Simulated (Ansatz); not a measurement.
Born–Oppenheimer molecular dynamics of CH3NO2 (7 atoms, charge 0, multiplicity 1). It starts at the highest image of a converged band, a first-order saddle point between two minima.

Level of theory: RKS revPBE-D4/def2-SVP in Ansatz 0.2.0.

```json
{"ensemble": "NVE (velocity Verlet)", "time step": "0.5 fs", "steps asked": "200", "starting velocities drawn for": "100 K", "seed": "7576"}
```

First frame:

```xyz
7
Properties=species:S:1:pos:R:3
N -0.455 0.611 0.603
C 0.306 -0.271 -0.033
O 1.198 -0.718 0.783
O 0.262 -0.709 -1.300
H -1.246 1.129 0.209
H 0.466 0.154 1.458
H -0.470 -0.265 -1.766
```

(1) How far do the bonds stretch over the last three quarters of this one trajectory? (Pairs bonded in most of those frames.)

Answers

(1) 
| bond | mean (Å) | spread (Å) | shortest | longest |
| --- | --- | --- | --- | --- |
| N1–C2 | 1.297 | 0.036 | 1.22 | 1.37 |
| N1–H5 | 1.032 | 0.010 | 1.01 | 1.06 |
| C2–O3 | 1.369 | 0.041 | 1.29 | 1.44 |
| C2–O4 | 1.377 | 0.060 | 1.26 | 1.49 |
| O3–H6 | 0.998 | 0.067 | 0.89 | 1.10 |
| O4–H7 | 0.976 | 0.012 | 0.96 | 1.00 |

Mean temperature of the second half: 1018 K. The conserved energy stayed within 0.77 meV per atom of its start (net change -0.58 meV per atom), so the integration is sound. The system heated up, since it started high on the potential surface and ran downhill. A run of 0.1 ps of so small a system gives no equilibrium averages. The orbitals stay closed-shell, which can raise the energy where a bond breaks towards radicals; this wasn't checked here.

The run took 5.4 min on 1 thread of Arm Neoverse V1 (shared host), peak memory 0.12 GiB.
